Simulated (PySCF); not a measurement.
Compound: 1,2,3-triazine, C3H3N3.
InChI=1S/C3H3N3/c1-2-4-6-5-3-1/h1-3H

The closed-shell ground state was solved at several levels (PySCF, density fitting, gas phase, non-relativistic). Geometry: GFN2-xTB; no solvent, vibrations or thermal averaging.

```json
{"level": "B3LYP/pcJ-1", "basis functions": "192", "total energy (Eh)": "-280.2960", "HOMO (eV)": "-6.88", "LUMO (eV)": "-2.14", "gap (eV)": "4.74", "dipole (D)": "5.06"}
{"level": "PBE0/pcSseg-1", "basis functions": "117", "total energy (Eh)": "-279.9385", "HOMO (eV)": "-7.20", "LUMO (eV)": "-1.96", "gap (eV)": "5.24", "dipole (D)": "5.08"}
```

Problem. Estimate the row for PBE0/def2-SVPD, a basis of 144 functions; the other rows only guide the guess.

Solution. Total energy -279.7808 Eh, HOMO -7.12 eV, LUMO -1.97 eV, gap 5.15 eV, dipole 5.01 D.

Problem. Over all these levels, which gives the widest orbital gap and which the narrowest?

Solution. PBE0/pcSseg-1 (global hybrid, 25 % exact exchange) has the widest, 5.24 eV, and B3LYP/pcJ-1 (global hybrid, 20 % exact exchange) the narrowest, 4.74 eV. Functional and basis both differ between the two, so the spread mixes both effects.

Problem. How far do the dipole and the HOMO energy spread over the levels?

Solution. The dipole runs from 5.01 to 5.08 D (mean 5.05 D) and the HOMO from -7.20 to -6.88 eV.
